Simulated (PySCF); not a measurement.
First SCF of a structure search on singlet SiH₄, at a hand-made tetrahedral geometry. PySCF input:

```python
from pyscf import gto, scf, dft
mol = gto.M(atom='''
Si     0.000000     0.000000     0.000000
H     -0.854540    -0.854400     0.854540
H      0.854540    -0.854400    -0.854540
H     -0.854540     0.854400    -0.854540
H      0.854540     0.854400     0.854540''',
    basis={'Si': 'def2-TZVP', 'H': 'def2-TZVP'},
    charge=0, spin=0)
mf = dft.RKS(mol, xc='PBE0')
mf.grids.atom_grid = (50, 194)
aux = {'Si': 'def2-universal-JKFIT', 'H': 'def2-universal-JKFIT'}
mf = mf.density_fit(auxbasis=aux)
mf.conv_tol = 1e-08
mf.diis_space = 10
mf.max_cycle = 60
mf.init_guess = 'minao'
mf.verbose = 4
mf.kernel()
```

Excerpt of the output (cycles and frontier levels):

```
init E= -291.473064682238
  HOMO = -0.376424048768967  LUMO = 0.0075679677766028  gap/eV = 10.44895
cycle= 1 E= -291.754444224736  delta_E= -0.281  |g|= 0.0929  |ddm|= 1.36
  HOMO = -0.358963041943047  LUMO = 0.0417217997085771  gap/eV = 10.90319
cycle= 2 E= -291.75593432738  delta_E= -0.00149  |g|= 0.031  |ddm|= 0.0816
  HOMO = -0.361832338281778  LUMO = 0.0402653643965312  gap/eV = 10.94164
cycle= 3 E= -291.756000040617  delta_E= -6.57e-05  |g|= 0.0053  |ddm|= 0.0127
  HOMO = -0.363039364620959  LUMO = 0.039600573840128  gap/eV = 10.95639
cycle= 4 E= -291.756003586765  delta_E= -3.55e-06  |g|= 0.000966  |ddm|= 0.0044
  HOMO = -0.362661952331386  LUMO = 0.0398659022020847  gap/eV = 10.95334
cycle= 5 E= -291.75600391999  delta_E= -3.33e-07  |g|= 0.000174  |ddm|= 0.00139
  HOMO = -0.362663187448459  LUMO = 0.0398644797462154  gap/eV = 10.95334
cycle= 6 E= -291.756003928373  delta_E= -8.38e-09  |g|= 5.45e-06  |ddm|= 0.000209
  HOMO = -0.362664945893727  LUMO = 0.0398635359360735  gap/eV = 10.95336
Extra cycle  E= -291.756003928391  delta_E= -1.8e-11  |g|= 1.14e-06  |ddm|= 1.57e-05
converged SCF energy = -291.756003928391
```

No lower solution of this spin was found by a stability analysis within the restricted form, which does not test spin polarisation.

The search for the lowest solution, with the stability check, took 1.5 s on 2 threads of a shared Arm Neoverse V2 host, with 61 basis functions; the process peaked at 0.29 GiB. Launch command: `OMP_NUM_THREADS=2 python axn.py task.json out`.
